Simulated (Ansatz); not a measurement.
# Isomers

Structures of CH$_{7}$Si$_{2}$ (charge +1), closed shell, relaxed at PBE0-D4/def2-TZVP (vibrations not checked; lower isomers may exist, and structures with a doubtful reference or unclear bonds are left out). Program: Ansatz 0.2.0. Basis: def2-TZVPP. Cores are frozen in the correlated methods. B3LYP uses VWN-RPA correlation.

(1) Rank them by CCSD(T) energy, lowest first, and give each one's height above the lowest. Links in brackets join atoms within 1.22 times the sum of their covalent radii (1.1 for two metals). (To be estimated.)
A.
CH₇Si₂ ([CH3][SiH][SiH3]), total charge +1
```
10
angstrom
C -1.2981 0.9163 -0.8021
Si 0.3964 0.2905 -0.5629
Si 1.0635 -1.1335 1.1945
H -1.2676 2.0151 -0.7936
H -2.0103 0.5615 -0.0580
H -1.6387 0.6391 -1.8092
H 1.3509 0.7665 -1.5926
H 0.1955 -2.3185 0.9957
H 0.7003 -0.3509 2.3997
H 2.5081 -1.3861 1.0285
```
B.
CH₇Si₂ ([SiH2][CH2][SiH3]), total charge +1
```
10
angstrom
C 0.2274 -0.6805 -0.4148
Si -1.0529 0.8058 -0.5905
Si 1.0201 -0.5231 1.1653
H -0.2780 2.0619 -0.4882
H -2.0204 0.6791 0.5216
H -1.6529 0.5899 -1.9216
H 0.9153 -0.5624 -1.2567
H -0.3784 -1.5864 -0.5054
H 0.4208 -1.1024 2.3804
H 2.2202 0.3144 1.3373
```
C.
CH₇Si₂ ([H]1[SiH2]2[CH2][SiH2]12), total charge +1
```
10
angstrom
Si -1.1776 0.8216 -0.9323
C 0.5718 0.1985 -0.9101
Si 0.0230 -0.7135 0.6118
H -1.5265 -0.0659 0.4586
H -1.4513 2.1684 -0.4067
H 0.8397 -0.4389 -1.7520
H 1.3269 0.9642 -0.7359
H -0.3226 -2.1387 0.4917
H 0.3648 -0.1536 1.9289
H -2.1398 0.1847 -1.8454
```

(2) Do PBE-D4, r2SCAN-D4, PBE0-D4, B3LYP-D4, wB97M-V, HF, MP2 give the same order? (A judgement: the text doesn't fix the answer.)

No T1 diagnostic of these runs exceeds 0.014.

For scale, one of the runs: CCSD(T)/def2-TZVPP, 213 basis functions, launched by `ansatz run in.yaml --threads 2 --pin off --events-out ev --progress --plain --max-ram 4352MiB`. Time: 47 s of wall clock on 2 CPU threads of an Arm Neoverse V2; the host was shared. Peak host memory: 2.7 GiB.

Results:

(1) The calculation gives: C (0.000 eV), A (0.384 eV), B (0.494 eV). Heights count from the lowest.

(2) By the calculation: All do.
